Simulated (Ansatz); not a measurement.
# BH5O2: the cost of one run

Method: RKS LDA/def2-SVP, in Ansatz 0.2.0.

**1. Starting point**

Bond lengths: B1–H3 1.190 Å, B1–O4 1.410 Å, O4–H5 1.010 Å, B1–O6 1.710 Å, O6–H7 1.010 Å. Angles: H3–B1–O4 120.0°, H3–B1–O6 105.4°, O4–B1–O6 92.8°, B1–O4–H5 109.5°, B1–O6–H7 109.5°.

Structure file:

```xyz
8

B     0.0000    0.0000    0.0000
H     0.0000    0.0000    1.5400
H     1.0305    0.0000   -0.5950
O    -1.2211    0.0000   -0.7050
H    -1.7308   -0.8467   -0.4965
O    -0.2139    1.6086    0.5392
H    -1.1525    1.9139    0.3252
H    -0.1135    0.8538    1.5370
```

**2. A restrained relaxation towards end A**

Springs on the bonds that form and break draw the guess towards this end; the thresholds are loose.

input.yaml

```yaml
crystal:
  periodic: [false, false, false]
  atoms:
    - { symbol: B, position_ang: [0.0, 0.0, 0.0] }
    - { symbol: H, position_ang: [0.0, 0.0, 1.54] }
    - { symbol: H, position_ang: [1.0305, 0.0, -0.595] }
    - { symbol: O, position_ang: [-1.2211, 0.0, -0.705] }
    - { symbol: H, position_ang: [-1.7308, -0.8467, -0.4965] }
    - { symbol: O, position_ang: [-0.2139, 1.6086, 0.5392] }
    - { symbol: H, position_ang: [-1.1525, 1.9139, 0.3252] }
    - { symbol: H, position_ang: [-0.1135, 0.8538, 1.537] }
basis:
  gaussian: { orbitals: def2-SVP }
hamiltonian:
  xc: lda
relax:
  f_tol: 0.15
  max_steps: 25
  restrain:
    - { distance: [0, 5], at: 2.61, k: 30.0 }
    - { distance: [7, 1], at: 1.86, k: 30.0 }
    - { distance: [0, 1], at: 1.19, k: 30.0 }
    - { distance: [7, 5], at: 1.01, k: 30.0 }
output:
  orbitals: {}
```

The run is started by

```bash
$ ansatz run input.yaml --threads 1 --pin off --max-ram 2048MiB --backend cpu --events-out ev --progress --plain --runs-dir out
```

**Question.** How long does this run take on 1 thread of Arm Neoverse V1, shared host, and how much memory does it need?

About 9.2 s, with a peak of 0.11 GiB.
